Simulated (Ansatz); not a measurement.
**C2H6O (singlet): wave-function methods side by side, cc-pVTZ**

The task here is to estimate one member of a computed series from the others.

Computed with Ansatz 0.2.0, Gaussian basis. Level: cc-pVTZ, core rule «outside noble gas», up to 3 orbitals frozen.

Plan: UHF; CCSD(T) on RHF; BCCD(T) on RHF.

15 further runs of the same task are left out: 2 that didn't finish, 13 set aside as unsound or not needed.

### The system

The geometry is an MP2(full)/6-31G* stationary point (not a proven minimum).

9 atoms, charge 0, spin multiplicity 1.

Atoms are counted from 1 here; the program's logs count them from 0.

Bond lengths: C1–O2 1.414 Å, C1–H4 1.090 Å, C1–H5 1.099 Å, C1–H6 1.099 Å, O2–C3 1.414 Å, C3–H7 1.090 Å, C3–H8 1.099 Å, C3–H9 1.099 Å. Angles: O2–C1–H4 106.9°, O2–C1–H5 111.5°, O2–C1–H6 111.5°, H4–C1–H5 109.2°, H4–C1–H6 109.2°, H5–C1–H6 108.5°, C1–O2–C3 111.1°, O2–C3–H7 106.9°, O2–C3–H8 111.5°, O2–C3–H9 111.5°, H7–C3–H8 109.2°, H7–C3–H9 109.2°, H8–C3–H9 108.5°.

Set-up of the first run:

The input, in.yaml:

```yaml
crystal:
  periodic: [false, false, false]
  atoms:
    - {symbol: C, position_ang: [0.000000, 1.165725, -0.251564]}
    - {symbol: O, position_ang: [0.000000, 0.000000, 0.548496]}
    - {symbol: C, position_ang: [0.000000, -1.165725, -0.251564]}
    - {symbol: H, position_ang: [0.000000, 2.017769, 0.428589]}
    - {symbol: H, position_ang: [0.891784, 1.214320, -0.892088]}
    - {symbol: H, position_ang: [-0.891784, 1.214320, -0.892088]}
    - {symbol: H, position_ang: [0.000000, -2.017769, 0.428589]}
    - {symbol: H, position_ang: [-0.891784, -1.214320, -0.892088]}
    - {symbol: H, position_ang: [0.891784, -1.214320, -0.892088]}
basis:
  gaussian: {orbitals: cc-pVTZ}
magnetization: {spin_polarized: true, initial_magnetization: 0}
hamiltonian: {xc: hf}
output: {orbitals: {seedname: orbitals}}
```

Run with:

```bash
> ansatz run in.yaml --threads 1 --pin off --events-out ev --progress --plain --max-ram 2560MiB --backend cpu
```

Steps of the session up to this table: UHF; CCSD(T) on RHF; BCCD(T) on RHF.

One table of the session follows, with a row left open; its other results are not shown here.

It belongs to the step «Misses and costs». 

```
  method  from RCCSD(T) (kcal/mol)
     RHF                   +408.65
    RMP2                    +32.88
   RCCSD                    +14.11
RCCSD(T)                         0
 BCCD(T)                         ?
```

**Question.** Estimate the row for BCCD(T).

**Answer.** from RCCSD(T) (kcal/mol): -0.09. In the column «from RCCSD(T) (kcal/mol)» it is the lowest.

With the free atoms at the same levels and basis (separate runs), the atomisation energy is 33.809 eV at RCCSD(T), 25.356 eV at RHF.
